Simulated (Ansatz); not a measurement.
C4H6O2 can be A, `C#COC(C)O`, or B, `O=CCC1CO1`.

Isolated molecules relaxed with PBE0-D4/def2-TZVP in Ansatz; ΔE leaves out vibrations. CCSD(T)/CBS adds triple-zeta CCSD(T) − MP2 to the extrapolated MP2 energy (def2 sets, frozen cores). DFT in def2-TZVPP. B3LYP here is the variant with VWN-RPA as its local correlation; programs differ in this. Each species was taken in one conformer, which may not be the lowest.

Task: Which is lower in electronic energy at CCSD(T)/CBS, and by how much? (Estimate.)

Result: Computed: B, by 17.9 kcal/mol.

Task: Give E(B) − E(A) in kcal/mol with B3LYP, PBE-D4, PBE0-D4, CCSD(T)/def2-TZVPP, HF/def2-TZVPP, LDA (SPW92), BLYP-D4. (An estimate is asked.)

Result: The calculation gave: B3LYP -18.1, PBE-D4 -22.3, PBE0-D4 -22.5, CCSD(T)/def2-TZVPP -19.0, HF/def2-TZVPP -17.5, LDA (SPW92) -19.4, BLYP-D4 -18.0. None reverses the order clearly.

Task: Does the order hold for the free energy at 298.15 K (harmonic terms from PBE0-D4)? (An estimate is asked.)

Result: Computed: Yes: G(B) − G(A) = -17.1 kcal/mol, for one conformer each.

Largest T1 diagnostic: 0.013.

Leaving LDA and LC-ωPBE aside and taking each functional with its dispersion term where it has one, the values, not all of them listed here, spread over 5.8 kcal/mol, from revPBE-D4 to B2PLYP. LDA lies +2.8 kcal/mol from PBE without D4. At CCSD(T), def2-SVP lies −3.5 kcal/mol from the extrapolated value and def2-TZVPP −1.0 kcal/mol.
